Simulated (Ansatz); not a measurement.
Consider the atomization: `C=CC(=C)O` → 4 C• + 6 H• + O•.

Program: Ansatz. Geometries: PBE0-D4/def2-TZVP. ΔE: electronic, gas phase. CCSD(T)/CBS is the MP2 limit (def2-TZVPP, def2-QZVPP) plus CCSD(T) − MP2 in def2-TZVPP, frozen cores. This one scheme is used for every species, atoms too. Functionals use def2-TZVPP. B3LYP here is the variant with VWN-RPA as its local correlation; programs differ in this. Open shells (•) are unrestricted, without spin–orbit coupling. Spin–orbit coupling would lower the free atoms: a little for C, O. One conformer a species, not always the lowest.

```
             level  ΔE (kJ/mol)  difference from CCSD(T)/CBS
         r2SCAN-D4       4696.5                         28.3
          B3LYP-D4       4682.1                         13.9
           ωB97X-V       4664.6                         -3.6
           ωB97M-V       4683.5                         15.3
            B2PLYP       4636.7                        -31.5
            r2SCAN       4691.7                         23.5
              PBE0       4698.9                         30.7
             B3LYP       4651.6                        -16.6
     HF/def2-TZVPP       3398.9                      -1269.3
    MP2/def2-TZVPP       4648.7                        -19.5
CCSD(T)/def2-TZVPP       4554.7                       -113.5
     HF/def2-QZVPP       3403.6                      -1264.6
SCS-MP2/def2-QZVPP       4682.6                         14.4
      HF/CBS(def2)       3404.3                      -1263.9
     MP2/CBS(def2)       4762.2                         94.0
    CCSD/CBS(def2)       4588.9                        -79.3
       CCSD(T)/CBS       4668.2                            0
```

Largest T1 diagnostic among the species: 0.012.

From PBE to PBE0 (25 % exact exchange), in def2-TZVPP and without D4, ΔE moves by −103.6 kJ/mol: exact exchange takes away binding that semilocal exchange gives to molecules. The D4 term adds +30.4 kJ/mol with B3LYP and +15.9 kJ/mol with PBE0; it sums over pairs of atoms, weighted by their polarisabilities, and B3LYP, whose exchange is more repulsive, gets the larger term.

For atomizations the MP2-based limit and the directly extrapolated one differ by several kJ/mol either way, and by 10 to 25 for some Ge, Se and Sn compounds, so smaller differences from it don't rank the levels.
